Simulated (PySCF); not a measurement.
Family: cyclo[n]carbon rings. Isolated molecules, 0 K electronic values unless said otherwise. Each species was relaxed from one start; no search for lower structures was made at this level. Strings in code marks are SMILES.

These are PBE-D3(BJ)/def2-SVP // CAM-B3LYP-D3(BJ)/def2-SVP in PySCF values and carry that method's errors. 

| species | HOMO–LUMO gap (eV) | HOMO (eV) | dipole moment (D) |
|---|---|---|---|
| cyclo[10]carbon `c1c#cc#cc#cc#cc#1` | 3.99 | -6.81 | ? |
| cyclo[14]carbon `c1c#cc#cc#cc#cc#cc#cc#1` | ? | -6.33 | ? |
| cyclo[16]carbon `C1#CC#CC#CC#CC#CC#CC#CC#C1` | 1.28 | -5.58 | 0.00 |
| cyclo[18]carbon `c1c#cc#cc#cc#cc#cc#cc#cc#cc#1` | 2.46 | -6.15 | ? |
| cyclo[20]carbon `C1#CC#CC#CC#CC#CC#CC#CC#CC#CC#C1` | 1.25 | -5.62 | 0.01 |
| cyclo[24]carbon `C1#CC#CC#CC#CC#CC#CC#CC#CC#CC#CC#CC#C1` | 1.24 | -5.65 | 0.00 |
| cyclo[26]carbon `c1c#cc#cc#cc#cc#cc#cc#cc#cc#cc#cc#cc#cc#1` | 1.97 | -6.01 | 0.02 |
| cyclo[30]carbon `c1c#cc#cc#cc#cc#cc#cc#cc#cc#cc#cc#cc#cc#cc#cc#1` | ? | -5.96 | ? |

### Question
What belongs in the gaps?

### Answer

- cyclo[10]carbon `c1c#cc#cc#cc#cc#1`, dipole moment (D): 0.00
- cyclo[14]carbon `c1c#cc#cc#cc#cc#cc#cc#1`, HOMO–LUMO gap (eV): 2.89
- cyclo[14]carbon `c1c#cc#cc#cc#cc#cc#cc#1`, dipole moment (D): 0.00
- cyclo[18]carbon `c1c#cc#cc#cc#cc#cc#cc#cc#cc#1`, dipole moment (D): 0.00
- cyclo[30]carbon `c1c#cc#cc#cc#cc#cc#cc#cc#cc#cc#cc#cc#cc#cc#cc#1`, HOMO–LUMO gap (eV): 1.82
- cyclo[30]carbon `c1c#cc#cc#cc#cc#cc#cc#cc#cc#cc#cc#cc#cc#cc#cc#1`, dipole moment (D): 0.00
